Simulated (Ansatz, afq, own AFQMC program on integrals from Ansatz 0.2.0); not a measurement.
**AlH₂O, quartet in cc-pVDZ, levels against CCSDT(Q)**

```xyz
4

Al    0.0000    0.0000    0.6535
O     0.0000    0.0000   -1.0930
H     0.0000   -1.6221   -0.0723
H     0.0000    1.6221   -0.0723
```

Connectivity, by distances: AlH2–O.

Basis cc-pVDZ. Only valence electrons are correlated. Ansatz 0.2.0 and our own AFQMC program on the same integrals; the CISD trial comes from CCSD amplitudes, and released means the phaseless constraint is let go. Free AFQMC starts from the CCSD state and is never constrained. Its projection time is finite, and what remains of the start isn't in its error. Uncertainties: one standard error, sampling alone.

Determinant: UHF, the one that the program's search chose, which needn't be the lowest solution. The geometry is a point of a scan.

No full CI on the walks' own integrals is used here; CCSDT(Q) serves as the reference and is uncertain by about the last step of the cluster series.

Cautions: lower spins were not checked; higher spins were not checked; strong correlation (T1 0.050, weight of the determinant 0.84, largest double 0.07); unrestricted determinant slightly spin contaminated (⟨S²⟩ 3.83 against 3.75); the released energies move by 1.5 errors or more from one time to the next, so no released level is given (meV from the phaseless value at times in 1/Eh: -22 ± 17 at 0.24, -50 ± 18 at 0.51, -71 ± 18 at 0.99, -11 ± 23 at 1.62, -31 ± 32 at 2.40); the ph-AFQMC/HF walk drifts between its halves (2.4 errors).

The T1 diagnostic is 0.0504, the weight of the determinant in the CISD state is 0.839 and the ⟨S²⟩ of the determinant is 3.827. The size of the correlated space is 11 electrons in 36 orbitals.

```json
{"level": "MP2", "correlation energy (eV)": "-5.6055"}
{"level": "CCSD", "correlation energy (eV)": "-6.6196"}
{"level": "CCSD(T)", "correlation energy (eV)": "-6.8374"}
```

(1) Estimate where phaseless AFQMC with a CISD trial lies against CCSD(T) on the same integrals.

(1) 0.45 ± 0.55 mEh below CCSD(T). The gap is under twice the noise, so this walk alone can't tell the two apart.

Reference: CCSDT(Q), correlation energy -6.921 eV.

```csv
level,E − E(reference) (mEh),share of correlation (%)
CCSD(T),3.07,98.79
CCSDT,1.27,99.50
ph-AFQMC/HF,8.30 ± 2.51,96.74
ph-AFQMC/CISD,2.62 ± 0.55,98.97
free AFQMC,0.13 ± 0.76,99.95
```

Free projections are given only where their last times agree within the noise and don't stop above the reference; a slow remainder of the start can still hide under it. A walk keeps the symmetry of its determinant, which the program's search chose and which needn't be the lowest solution, so a lower state of the same spin and another symmetry isn't excluded.
